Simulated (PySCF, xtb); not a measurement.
C6H6, SMILES c1ccccc1.

Geometry: r2SCAN-D4/def2-SVP.

Level of theory: IEF-PCM-M06-2X/def2-SVP run with PySCF.

The values are the electrostatic part of the solvation free energy, E(continuum) − E(gas) at the gas-phase geometry, in a cavity of scaled van der Waals radii (PySCF's table); cavitation and dispersion terms are not included. In vacuum the orbital gap is 9.08 eV. The dipole moment in vacuum is 0.00 D.

```
solvent              ε  ΔG(elec) (kcal/mol)  dipole (D)  gap (eV)
---------------  -----  -------------------  ----------  --------
water            78.36                 -2.8        0.00      9.09
tetrahydrofuran   7.43                 -2.2        0.00      9.09
chloroform        4.71                 -1.9        0.00      9.09
```

For comparison, GFN2-xTB/ALPB(water) (xtb, at the GFN2-xTB geometry, all terms of that model) gives -0.5 kcal/mol.
